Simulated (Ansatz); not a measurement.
**C₂H₈Si (SMILES CC[SiH3]): a rigid scan of the bond length C2–H7**

One table from this session's results is given with a row withheld; the runs are named, their logs left out.

Computed with Ansatz 0.2.0, Gaussian basis. Level: single points in def2-TZVPP.

Levels: PBE-D4, r2SCAN-D4, PBE0-D4, B3LYP-D4, wB97M-V, Hartree-Fock, MP2, CCSD, CCSD(T). The scan takes 0.964, 1.002, 1.058, 1.123, 1.195, 1.273, 1.356, 1.443, 1.533 Å.

Cores are frozen in the correlated methods. B3LYP uses VWN-RPA correlation.

27 further runs of the same task are left out: 27 set aside as unsound or not needed.

## The system as given

The minimum, relaxed at PBE0-D4: SMILES `CC[SiH3]`, 11 atoms, charge 0, spin multiplicity 1.

Atoms are counted from 1 here; the program's logs count them from 0.

Bond lengths: C1–C2 1.526 Å, C1–H4 1.093 Å, C1–H5 1.093 Å, C1–H6 1.093 Å, C2–Si3 1.876 Å, C2–H7 1.095 Å, C2–H8 1.095 Å, Si3–H9 1.489 Å, Si3–H10 1.489 Å, Si3–H11 1.489 Å. Angles: C2–C1–H4 111.6°, C2–C1–H5 111.4°, C2–C1–H6 111.4°, H4–C1–H5 107.5°, H4–C1–H6 107.5°, H5–C1–H6 107.3°, C1–C2–Si3 113.4°, C1–C2–H7 110.5°, C1–C2–H8 110.5°, Si3–C2–H7 108.1°, Si3–C2–H8 108.1°, H7–C2–H8 106.0°, C2–Si3–H9 110.4°, C2–Si3–H10 110.4°, C2–Si3–H11 111.1°, H9–Si3–H10 108.0°, H9–Si3–H11 108.5°, H10–Si3–H11 108.5°.

As a file:

```
atom     x (Å)     y (Å)     z (Å)
  C1  -0.82355   1.06692  -0.42360
  C2  -0.54321  -0.41564  -0.19565
 Si3   1.15262  -0.74970   0.53465
  H4  -1.81742   1.22768  -0.84902
  H5  -0.09707   1.50907  -1.11042
  H6  -0.77158   1.63089   0.51139
  H7  -0.62358  -0.96986  -1.13701
  H8  -1.29367  -0.84881   0.47437
  H9   1.29420  -0.06646   1.85054
 H10   2.21743  -0.23275  -0.36943
 H11   1.37113  -2.20846   0.73478
```

Energies of the minimum (eV), from earlier single points: PBE-D4 -10075.88157, r2SCAN-D4 -10081.07981, PBE0-D4 -10077.23886, B3LYP-D4 -10084.46262, wB97M-V -10080.94355, CCSD(T) -10066.19874.

At the minimum the bond length C2–H7 is 1.095 Å.

The first run:

The input, ccsdt-tzvpp/in.yaml:

```yaml
crystal:
  periodic: [false, false, false]
  atoms:
    - {symbol: C, position_ang: [-0.823549, 1.066924, -0.423604]}
    - {symbol: C, position_ang: [-0.543207, -0.415636, -0.195651]}
    - {symbol: Si, position_ang: [1.152616, -0.749698, 0.534646]}
    - {symbol: H, position_ang: [-1.817422, 1.227676, -0.849021]}
    - {symbol: H, position_ang: [-0.097074, 1.509072, -1.110417]}
    - {symbol: H, position_ang: [-0.771575, 1.630891, 0.511389]}
    - {symbol: H, position_ang: [-0.613943, -0.903402, -1.024130]}
    - {symbol: H, position_ang: [-1.293674, -0.848809, 0.474370]}
    - {symbol: H, position_ang: [1.294203, -0.066462, 1.850540]}
    - {symbol: H, position_ang: [2.217433, -0.232745, -0.369431]}
    - {symbol: H, position_ang: [1.371131, -2.208456, 0.734784]}
basis:
  gaussian: {orbitals: def2-TZVPP}
correlation: {method: ccsd_t}
```

The command line of these runs was not kept.

Among the steps run: C2–H7 = 0.964 Å; C2–H7 = 1.002 Å; C2–H7 = 1.058 Å; C2–H7 = 1.123 Å; C2–H7 = 1.195 Å; C2–H7 = 1.273 Å; C2–H7 = 1.356 Å; C2–H7 = 1.443 Å; C2–H7 = 1.533 Å.

One of the session's tables, all rows but one given; the rest of the session is left out.

Energies less that of the minimum at the same level (eV):

| bond length (Å) | PBE-D4 | PBE0-D4 | B3LYP-D4 | wB97M-V | Hartree-Fock |
| --- | --- | --- | --- | --- | --- |
| 0.964 | 0.386 | 0.359 | 0.348 | 0.348 | 0.329 |
| 1.002 | ? | ? | ? | ? | ? |
| 1.058 | 0.032 | 0.023 | 0.022 | 0.021 | 0.013 |
| 1.095 (minimum) | 0.000 | 0.000 | 0.000 | 0.000 | 0.000 |
| 1.123 | 0.006 | 0.012 | 0.013 | 0.014 | 0.020 |
| 1.195 | 0.110 | 0.136 | 0.135 | 0.140 | 0.165 |
| 1.273 | 0.325 | 0.373 | 0.367 | 0.380 | 0.429 |
| 1.356 | 0.621 | 0.695 | 0.677 | 0.706 | 0.784 |
| 1.443 | 0.964 | 1.068 | 1.030 | 1.091 | 1.201 |
| 1.533 | 1.343 | 1.478 | 1.422 | 1.507 | 1.652 |

**Question.** Estimate the row for bond length (Å) = 1.002.

Worked estimate for «PBE-D4». A straight line through the neighbours (0.964, 0.386) and (1.058, 0.032) gives 0.386 + (0.032 − 0.386) × (1.002 − 0.964) / (1.058 − 0.964) = 0.243; a parabola fitted to 3 rows on both sides gives 0.198.

The run gave: PBE-D4: 0.187; PBE0-D4: 0.167; B3LYP-D4: 0.161; wB97M-V: 0.160; Hartree-Fock: 0.144. In «PBE-D4» the line misses by +0.056 and the parabola by +0.011.

Caveats from the session: A polynomial through the near points puts the CCSD(T) minimum at the PBE0-D4 value.
